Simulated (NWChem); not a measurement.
System: isobutene (C4H8); SMILES C=C(C)C

NWChem input:

```
start job
memory heap 200 mb stack 900 mb global 1100 mb
geometry units angstroms noautoz
  C      1.270635     0.000403    -0.674535
  C      0.000000     0.000000     0.123266
  C     -1.270635    -0.000403    -0.674535
  C      0.000000     0.000000     1.461512
  H      1.320464     0.882935    -1.335170
  H      1.322973    -0.883913    -1.332548
  H      2.161431     0.002947    -0.030901
  H     -1.322973     0.883913    -1.332548
  H     -2.161431    -0.002947    -0.030901
  H     -1.320464    -0.882935    -1.335170
  H     -0.933284    -0.000236     2.031972
  H      0.933284     0.000236     2.031972
end
basis spherical
  * library 3-21g
end
dft
  xc hfexch
  iterations 150
end
tddft
  cis
  nroots 6
  notriplet
end
task tddft energy
```

Excerpt of the output:

```
             Northwest Computational Chemistry Package (NWChem) 7.3.0
             --------------------------------------------------------

 C2V symmetry detected

                             Geometry "geometry" -> ""
                             -------------------------

 Output coordinates in angstroms (scale by  1.889725989 to convert to a.u.)

  No.       Tag          Charge          X              Y              Z
 ---- ---------------- ---------- -------------- -------------- --------------
    1 C                    6.0000     1.27063506     0.00000000    -0.67706481
    2 C                    6.0000     0.00000000     0.00000000     0.12073619
    3 C                    6.0000    -1.27063506     0.00000000    -0.67706481
    4 C                    6.0000     0.00000000     0.00000000     1.45898219
    5 H                    1.0000     1.32171825     0.88342438    -1.33638881
    6 H                    1.0000     1.32171825    -0.88342438    -1.33638881
    7 H                    1.0000     2.16143189     0.00000000    -0.03343081
    8 H                    1.0000    -1.32171825     0.88342438    -1.33638881
    9 H                    1.0000    -2.16143189     0.00000000    -0.03343081
   10 H                    1.0000    -1.32171825    -0.88342438    -1.33638881
   11 H                    1.0000    -0.93328403     0.00000000     2.02944219
   12 H                    1.0000     0.93328403     0.00000000     2.02944219

 Effective nuclear repulsion energy (a.u.)     119.5175447508

      Symmetry information
      --------------------

 Group name             C2v
 Group number             16
 Group order               4
 No. of unique centers     6

  xc_inp: hfexch multiplicative factor not found.

                                 NWChem DFT Module
                                 -----------------

 Summary of "ao basis" -> "ao basis" (spherical)
 ------------------------------------------------------------------------------
       Tag                 Description            Shells   Functions and Types
 ---------------- ------------------------------  ------  ---------------------
 C                           3-21g                   5        9   3s2p
 H                           3-21g                   2        2   2s

      Symmetry analysis of basis
      --------------------------

        a1         23
        a2          4
        b1         17
        b2          8

[...]

                                NWChem TDDFT Module
                                -------------------

            General Information
            -------------------
           No. of orbitals :     104
            Alpha orbitals :      52
             Beta orbitals :      52
        Alpha frozen cores :       0
         Beta frozen cores :       0
     Alpha frozen virtuals :       0
      Beta frozen virtuals :       0
         Spin multiplicity :       1
    Number of AO functions :      52
        Use of symmetry is : off
      Symmetry adaption is : on
         Schwarz screening :  0.10D-07

              XC Information
              --------------
              Hartree-Fock (Exact) Exchange   1.00

             TDDFT Information
             -----------------
          Calculation type : CIS
         Wavefunction type : Restricted singlets
          No. of electrons :      32
           Alpha electrons :      16
            Beta electrons :      16
              No. of roots :       6
          Max subspacesize :    5200
            Max iterations :     100
               Target root :       1
           Target symmetry : none
      Symmetry restriction : off
                 Algorithm : Optimal
        Davidson threshold :  0.10D-03

    6 smallest eigenvalue differences (eV)
--------------------------------------------------------
  No. Spin  Occ  Vir  Irrep   E(Occ)    E(Vir)   E(Diff)
--------------------------------------------------------
    1    1   16   17 a1       -0.343     0.189    14.476
    2    1   16   18 b2       -0.343     0.264    16.522
    3    1   16   19 b2       -0.343     0.308    17.703
    4    1   16   20 a2       -0.343     0.321    18.080
    5    1   15   17 a2       -0.476     0.189    18.082
    6    1   16   21 a2       -0.343     0.338    18.529
--------------------------------------------------------

  Entering Davidson iterations
  Restricted singlet excited states

  Iter   NTrls   NConv    DeltaV     DeltaE      Time
  ----  ------  ------  ---------  ---------  ---------
    1      6       0     0.21E+00   0.10+100        0.5
    2     12       0     0.43E-01   0.42E-01        0.5
    3     18       0     0.22E-01   0.43E-02        0.4
    4     24       0     0.98E-01   0.36E-01        0.4
    5     30       0     0.53E-01   0.41E-01        0.4
    6     36       0     0.19E-01   0.35E-02        0.4
    7     42       2     0.27E-02   0.25E-03        0.4
    8     46       3     0.68E-03   0.67E-05        0.4
    9     49       4     0.25E-03   0.45E-06        0.4
   10     51       6     0.65E-04   0.28E-07        0.4
  ----  ------  ------  ---------  ---------  ---------
  Convergence criterion met

  Ground state a1       -155.244751428717 a.u.

  ----------------------------------------------------------------------------
  Root   1 singlet a1             0.312837152 a.u.                8.5127 eV
  ----------------------------------------------------------------------------
     Transition Moments    X  0.00000   Y -0.00000   Z  1.92885
     Dipole Oscillator Strength                    0.7759293914
     Electric Quadrupole                           0.0000016123
     Magnetic Dipole                               0.0000000000
     Total Oscillator Strength                     0.7759310036

[...]
```

Level: Hartree-Fock/3-21G, CIS. STO-3G and 3-21G are far too small for this property and stand as cheap habits. The geometry was optimised at PBE0/def2-SVP.
